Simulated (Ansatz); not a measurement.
# CH2FSi: the cost of one run

Program: Ansatz 0.2.0. Level of theory: RKS r2SCAN-D4/6-31G*. These are calculated values, not measurements.

**1. The starting structure**

Bond lengths: F1–C2 1.486 Å, C2–Si3 1.739 Å, Si3–H4 1.508 Å, Si3–H5 1.503 Å. Angles: F1–C2–Si3 116.1°, C2–Si3–H4 146.4°, C2–Si3–H5 112.4°, H4–Si3–H5 101.2°.

As a file:

```xyz
5

F     0.5377   -1.7194    1.3707
C     0.7687   -0.3020    0.9877
Si   -0.1836    0.2985   -0.3377
H    -1.2377   -0.0146   -1.3688
H     0.1149    1.7376   -0.6520
```

**2. Relaxing end A**

The input, input.yaml:

```yaml
crystal:
  periodic: [false, false, false]
  atoms:
    - { symbol: F, position_ang: [0.53771, -1.71945, 1.37073] }
    - { symbol: C, position_ang: [0.76869, -0.30201, 0.98773] }
    - { symbol: Si, position_ang: [-0.18356, 0.2985, -0.33766] }
    - { symbol: H, position_ang: [-1.23774, -0.01463, -1.3688] }
    - { symbol: H, position_ang: [0.11489, 1.73758, -0.65199] }
total_charge: -1
basis:
  gaussian: { orbitals: "6-31G*" }
hamiltonian:
  xc: r2scan
  dispersion: d4
relax:
  f_tol: 0.015
  max_steps: 40
```

Launch:

```bash
$ ansatz run input.yaml --threads 1 --pin off --max-ram 2048MiB --backend cpu --events-out ev --progress --plain --runs-dir out
```

Q: Estimate wall time and peak memory on 1 thread of Intel Xeon Platinum 8259CL at 2.50GHz (Skylake/Cascade Lake), shared host.

About 16 s, with a peak of 0.15 GiB.
